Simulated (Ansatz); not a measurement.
Consider the atomization: `[Al]=[S]`• → Al• + S•.

Program: Ansatz. Geometries: PBE0-D4/def2-TZVP. ΔE: electronic, gas phase. CCSD(T)/CBS is frozen-core, at the limit of the def2 triple- and quadruple-zeta sets. Functionals use def2-TZVPP. B3LYP here is the variant with VWN-RPA as its local correlation; programs differ in this. Open shells (•) are unrestricted, without spin–orbit coupling. Spin–orbit coupling would lower the free atoms: a little for Al, S.

```json
{"level": "B3LYP-D4", "ΔE (eV)": "4.18", "difference from CCSD(T)/CBS": "-0.08"}
{"level": "ωB97X-V", "ΔE (eV)": "4.18", "difference from CCSD(T)/CBS": "-0.08"}
{"level": "PBE-QIDH", "ΔE (eV)": "4.20", "difference from CCSD(T)/CBS": "-0.06"}
{"level": "BLYP", "ΔE (eV)": "4.18", "difference from CCSD(T)/CBS": "-0.08"}
{"level": "r2SCAN", "ΔE (eV)": "4.47", "difference from CCSD(T)/CBS": "0.21"}
{"level": "BHLYP", "ΔE (eV)": "3.81", "difference from CCSD(T)/CBS": "-0.45"}
{"level": "CAM-B3LYP", "ΔE (eV)": "4.02", "difference from CCSD(T)/CBS": "-0.24"}
{"level": "RPA@PBE/def2-TZVPP", "ΔE (eV)": "3.67", "difference from CCSD(T)/CBS": "-0.59"}
{"level": "CCSD/def2-TZVPP", "ΔE (eV)": "3.72", "difference from CCSD(T)/CBS": "-0.54"}
{"level": "CCSD/def2-QZVPP", "ΔE (eV)": "3.87", "difference from CCSD(T)/CBS": "-0.39"}
{"level": "CCSD(T)/def2-QZVPP", "ΔE (eV)": "4.14", "difference from CCSD(T)/CBS": "-0.12"}
{"level": "HF/CBS(def2)", "ΔE (eV)": "2.53", "difference from CCSD(T)/CBS": "-1.73"}
{"level": "HF/cc-pV(D+d)Z", "ΔE (eV)": "2.42", "difference from CCSD(T)/CBS": "-1.84"}
{"level": "MP2/cc-pV(T+d)Z", "ΔE (eV)": "4.24", "difference from CCSD(T)/CBS": "-0.02"}
{"level": "CCSD/cc-pV(T+d)Z", "ΔE (eV)": "3.70", "difference from CCSD(T)/CBS": "-0.56"}
{"level": "HF/cc-pV(Q+d)Z", "ΔE (eV)": "2.53", "difference from CCSD(T)/CBS": "-1.73"}
{"level": "CCSD(T)/CBS", "ΔE (eV)": "4.26", "difference from CCSD(T)/CBS": "0"}
```

Largest T1 diagnostic among the species: 0.026.

From BLYP to BHLYP (50 % exact exchange), in def2-TZVPP and without D4, ΔE moves by −0.37 eV: exact exchange takes away binding that semilocal exchange gives to molecules. At CCSD(T), def2-SVP lies −0.57 eV from the extrapolated value and def2-TZVPP −0.30 eV: correlation converges slowly with the basis, and small sets miss more of it in the bonded molecule than in its fragments. Leaving LDA and LC-ωPBE aside and taking each functional with its dispersion term where it has one, the values, not all of them listed here, spread over 0.62 eV, from BHLYP-D4 to B97M-V. LDA lies +0.68 eV from PBE without D4, its usual overbinding.

CCSD(T)/CBS has its own doubt, a few kJ/mol and more with outer-core shells, so smaller differences from it don't rank the levels.
